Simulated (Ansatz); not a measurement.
This geometry of AlH5O (7 atoms, charge 0, multiplicity 1) is a first-order saddle point.

The calculation used Ansatz 0.2.0, RKS PBE-D4/def2-SVP.

```xyz
7
Properties=species:S:1:pos:R:3
Al 0.049 -0.209 -0.085
H -0.016 -0.095 1.705
H 1.440 0.355 -0.614
H -1.388 0.127 -0.699
O 0.173 -1.994 0.567
H -0.610 -2.574 0.503
H 0.024 -1.135 1.478
```

Q: Which two structures does it join? (They come from a converged band through this point; their orientation in space is the band's.)

A: Bonds broken: Al1–H2, O5–H7. Bonds formed: H2–H7. AlH5O becomes AlH3O + H2.

Image 0:

```xyz
7
Properties=species:S:1:pos:R:3
Al 0.049 0.046 0.094
H -0.047 0.640 1.595
H 1.416 0.256 -0.722
H -1.330 -0.101 -0.738
O 0.136 -1.929 0.671
H -0.621 -2.429 0.309
H 0.069 -2.009 1.644
```

Image 8:

```xyz
7
Properties=species:S:1:pos:R:3
Al 0.038 -0.542 -0.303
H -0.039 0.242 2.018
H 1.429 0.209 -0.489
H -1.394 0.140 -0.521
O 0.170 -2.237 0.010
H -0.605 -2.816 0.080
H 0.073 -0.520 2.059
```

Q: How far does it lie above each of them?

A: 45.7 kJ/mol above the first and 69.6 kJ/mol above the second. This is the barrier of this one path; another mechanism may lie lower. The orbitals stay closed-shell, which can raise the energy where a bond breaks towards radicals; this wasn't checked here.

The run took 57 s on 1 thread of AMD EPYC 7R43 64-Core Processor (Zen 3), on a shared host, peak memory 0.12 GiB.
